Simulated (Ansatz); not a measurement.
# C₃H₆O: one species, many methods

The task here is to estimate one member of a computed series from the others.

Computed with Ansatz 0.2.0, Gaussian basis. Level: functionals in def2-TZVPP, the program's frozen cores in correlated methods.

The runs, in order: LDA (SPW92), PBE-D4, revPBE-D4, BLYP-D4, r2SCAN-D4, B97M-V, PBE0-D4, B3LYP-D4, r2SCANh-D4, r2SCAN0-D4, HSE06-D4, BHLYP-D4, CAM-B3LYP-D4, LC-ωPBE, ωB97X-V, ωB97M-V, B2PLYP, PBE-QIDH; CCSD(T)/def2-SVP; CCSD(T)/def2-TZVPP; MP2/def2-QZVPP; extrapolation to the limit; RPA on PBE.

### The geometry

All runs share one geometry, relaxed beforehand with PBE0-D4 in a triple-zeta def2 set.

SMILES `C=C(C)O`, 10 atoms, charge 0, spin multiplicity 1.

Atoms are counted from 1 here; the program's logs count them from 0.

Bond lengths: C1–C2 1.331 Å, C1–H5 1.085 Å, C1–H6 1.080 Å, C2–C3 1.487 Å, C2–O4 1.359 Å, C3–H7 1.093 Å, C3–H8 1.093 Å, C3–H9 1.088 Å, O4–H10 0.962 Å. Angles: C2–C1–H5 121.8°, C2–C1–H6 120.4°, H5–C1–H6 117.7°, C1–C2–C3 125.2°, C1–C2–O4 123.9°, C3–C2–O4 110.9°, C2–C3–H7 110.2°, C2–C3–H8 110.1°, C2–C3–H9 111.0°, H7–C3–H8 107.2°, H7–C3–H9 109.1°, H8–C3–H9 109.1°, C2–O4–H10 109.0°.

The first run:

Contents of in.yaml:

```yaml
crystal:
  periodic: [false, false, false]
  atoms:
    - {symbol: C, position_ang: [-0.417231, 1.279531, -0.015548]}
    - {symbol: C, position_ang: [0.082950, 0.069212, -0.254876]}
    - {symbol: C, position_ang: [0.085697, -1.062177, 0.709527]}
    - {symbol: O, position_ang: [0.664774, -0.291572, -1.428542]}
    - {symbol: H, position_ang: [-0.390002, 2.067544, -0.760434]}
    - {symbol: H, position_ang: [-0.868600, 1.505764, 0.939428]}
    - {symbol: H, position_ang: [-0.452739, -1.916113, 0.289913]}
    - {symbol: H, position_ang: [1.110759, -1.388907, 0.903493]}
    - {symbol: H, position_ang: [-0.380463, -0.773904, 1.649924]}
    - {symbol: H, position_ang: [0.648055, 0.459423, -2.029983]}
basis:
  gaussian: {orbitals: def2-TZVPP}
hamiltonian: {xc: lda}
output: {orbitals: {seedname: orbitals}}
```

The run is started by

```console
$ ansatz run in.yaml --threads 2 --pin off --events-out ev --progress --plain --max-ram 4352MiB
```

Among the steps run: LDA; PBE-D4 (GGA); revPBE-D4 (GGA); BLYP-D4 (GGA); r2SCAN-D4 (meta-GGA); B97M-V (meta-GGA); PBE0-D4 (hybrid); B3LYP-D4 (hybrid); r2SCANh-D4 (hybrid); r2SCAN0-D4 (hybrid); HSE06-D4 (hybrid); BHLYP-D4 (hybrid); CAM-B3LYP-D4 (range-separated); LC-ωPBE (range-separated); ωB97X-V (range-separated); ωB97M-V (range-separated); B2PLYP (double hybrid); PBE-QIDH (double hybrid).

One of the session's tables, all rows but one given; the rest of the session is left out.

It belongs to the step «Orbital energies across the functionals». 

```
  functional  HOMO (eV)  LUMO (eV)  gap (eV)
 LDA (SPW92)      -5.56      -0.33      5.23
      PBE-D4      -5.38      -0.10      5.28
   revPBE-D4      -5.31      -0.02      5.30
     BLYP-D4          ?          ?         ?
   r2SCAN-D4      -5.59       0.17      5.76
      B97M-V      -5.63       0.23      5.85
     PBE0-D4      -6.59       0.92      7.50
    B3LYP-D4      -6.38       0.65      7.03
  r2SCANh-D4      -6.05       0.54      6.59
  r2SCAN0-D4      -6.73       1.09      7.82
    HSE06-D4      -6.18       0.53      6.72
    BHLYP-D4      -7.66       1.67      9.34
CAM-B3LYP-D4      -7.95       1.82      9.77
     LC-ωPBE      -9.31       3.18     12.49
     ωB97X-V      -8.93       2.97     11.90
     ωB97M-V      -8.84       2.51     11.35
```

Q: Estimate the row for BLYP-D4 from the others.

Worked estimate for «HOMO (eV)». Against the share of exact exchange, B3LYP-D4 (0.2, -6.38), BHLYP-D4 (0.5, -7.66) give a slope of -4.27 per unit share; at 0 the line stands at -5.53.

As computed: HOMO (eV): -5.26; LUMO (eV): -0.01; gap (eV): 5.25. In «HOMO (eV)» the line misses by -0.27.
